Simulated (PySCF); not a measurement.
**Electronic absorption of C3H4F2**

C₃H₄F₂.
Z-matrix (Å and degrees, PBE0-D3(BJ)/def2-SVP geometry), rows numbered from 1:
```
F 
C   1  1.3306
C   2  1.3295  1  122.64
C   3  1.4894  2  124.56  1    -0.10
F   4  1.3751  3  110.47  2   128.96
H   2  1.0939  1  112.61  3  -179.50
H   3  1.0932  2  117.59  1  -179.41
H   4  1.1051  3  110.37  2  -111.94
H   4  1.1015  3  110.72  2     7.91
```

The calculation used TDDFT CAM-B3LYP/def2-SVPD, vertical, gas phase, core orbitals frozen in the response in PySCF.

**Question.** What does the calculation give for the low-lying excited states?

**Answer.** 

| state | E (eV) | ν̃ (cm⁻¹) | f | main configurations (H = HOMO, L = LUMO) |
| --- | --- | --- | --- | --- |
| S1 | 7.27 | 58600 | 0.082 | H→L+1 (76%), H→L (18%) |
| S2 | 7.37 | 59470 | 0.307 | H→L (78%), H→L+1 (17%) |
| S3 | 8.10 | 65330 | 0.0078 | H→L+2 (83%) |
| S4 | 8.34 | 67300 | 0.0006 | H-1→L (56%), H-2→L (36%) |
| S5 | 8.59 | 69300 | 0.0044 | H→L+3 (86%) |
| S6 | 8.76 | 70650 | 0.021 | H-2→L (49%), H-1→L (39%) |
| S7 | 9.28 | 74850 | 0.0013 | H→L+5 (44%), H→L+4 (21%), H→L+6 (12%) |
| S8 | 9.33 | 75250 | 0.011 | H→L+4 (61%), H→L+6 (20%) |
| S9 | 9.38 | 75680 | 0.0014 | H-3→L (79%), H-2→L (9%) |
| S10 | 9.64 | 77790 | 0.051 | H→L+6 (44%), H→L+5 (31%), H→L+4 (8%) |

Triplets, Tamm–Dancoff:

```csv
state,E (eV),λ (nm),"main configurations (H = HOMO, L = LUMO)"
T1,4.35,285.3,H→L (90%)
T2,7.08,175.0,H→L+1 (90%)
T3,7.88,157.2,"H→L+2 (65%), H-2→L (11%)"
T4,7.93,156.4,"H-1→L (41%), H-2→L (33%), H→L+2 (14%)"
```

The lowest singlet comes at 171 nm (701 kJ/mol) in the vacuum ultraviolet; it is of moderate strength; its leading configuration is HOMO→LUMO+1 (76%). The most intense listed level is S2 at 7.37 eV (168 nm, f = 0.307), 0.11 eV above S1. Löwdin shares by element: HOMO carbon 73%, fluorine 15% or more; LUMO carbon 70%, fluorine 8% or more (atoms not listed hold the other 23%). Orbital energies (eV): HOMO-3 -12.90, HOMO-2 -11.58, HOMO-1 -11.53, HOMO -9.29, LUMO 0.87, LUMO+1 1.33, LUMO+2 1.96. Weighted by f, the mean energy of these states is 7.73 eV. Of the 10 states listed, 5 reach f = 0.01 and none stays under 0.0005. All these states lie below the vertical ionisation energy of 10.41 eV (ΔSCF). Only the lowest 10 singlets were computed, as vertical energies without vibronic structure.

Time: 16 s of wall time. Hardware: one thread, x86-64 server, no GPU, on a shared host.

One conformer stands for the species.
